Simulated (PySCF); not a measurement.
## Where the electron goes

Compound: C6H10.
Geometry (PBE0-D3(BJ)/def2-SVP, Å), atoms numbered from 1 in this order:
```
atom  x, y, z in Å
C1     1.135    0.394   -0.678
C2     1.026   -0.914    0.120
C3    -0.395   -0.924    0.649
C4    -1.496   -0.576   -0.311
C5    -0.924    0.487    0.582
C6     0.170    1.369    0.013
H7     0.823    0.228   -1.721
H8     2.165    0.779   -0.724
H9     1.725   -0.904    0.974
H10    1.273   -1.799   -0.489
H11   -0.633   -1.575    1.494
H12   -2.497   -0.941   -0.068
H13   -1.285   -0.548   -1.385
H14   -1.557    0.888    1.378
H15   -0.207    2.144   -0.674
H16    0.676    1.890    0.842
```

Method used: PySCF, TDDFT CAM-B3LYP/def2-SVPD, vertical, gas phase, core orbitals frozen in the response.

Kohn–Sham orbitals with the atoms that hold most of them (Löwdin shares over 4%, at most four atoms; ? is withheld):

```tsv
orbital	ε (eV)	atoms
HOMO-3	-10.80	C1 24%, H7 13%, C6 12%, C2 12%
HOMO-2	-10.64	C1 20%, C4 11%, C5 11%, C3 11%
HOMO-1	-9.34	?
HOMO	-8.96	?
LUMO	1.49	C1 9%, C2 9%, C6 9%, C4 8%
LUMO+1	1.97	H7 14%, H13 13%, H11 10%, H14 10%
LUMO+2	2.18	C6 12%, C2 12%, H15 10%, H10 10%
```

(1) Give the leading atoms of the HOMO.

(2) Which atoms hold the HOMO-1, and with what shares?

(3) How does S1 compare with the orbital gap of 10.45 eV?

(4) Give energy, strength and leading configuration of S1, S2, S3 and S4, and follow the Löwdin shares of the leading atoms from the occupied to the empty orbital.

Results:

(1) C5 (bonded to 3 C and H) 27%; C3 (bonded to 3 C and H) 27%; C4 (bonded to 2 C and 2 H) 11%; C2 (bonded to 2 C and 2 H) 7%.

(2) C4 (bonded to 2 C and 2 H) 36%; C5 (bonded to 3 C and H) 17%; C3 (bonded to 3 C and H) 17%; C6 (bonded to 2 C and 2 H) 6%.

(3) S1 is at 7.48 eV (f = 0.0077), 2.97 eV below the gap, made of HOMO→LUMO (83%), HOMO→LUMO+1 (10%). Without the coupling terms of the response equations the lowest excitation would equal the gap.

(4) 
- S1 (7.48 eV, f 0.0077), HOMO→LUMO (83%): C5 27% → at most 9%, C3 27% → at most 9%, C1 at most 7% → 9%, C2 7% → 9%
- S2 (7.83 eV, f 0.0004), HOMO-1→LUMO (79%): C4 36% → 8%, C5 17% → at most 9%, C1 at most 6% → 9%, C2 at most 6% → 9%
- S3 (8.01 eV, f 0.019), HOMO→LUMO+1 (83%): C5 27% → at most 11%, C3 27% → at most 11%, H7 at most 7% → 14%, H13 at most 7% → 13%
- S4 (8.30 eV, f 0.0052), HOMO-1→LUMO+1 (78%): C4 36% → at most 11%, C5 17% → at most 11%, H7 at most 6% → 14%, H13 at most 6% → 13%

One conformer stands for the species.
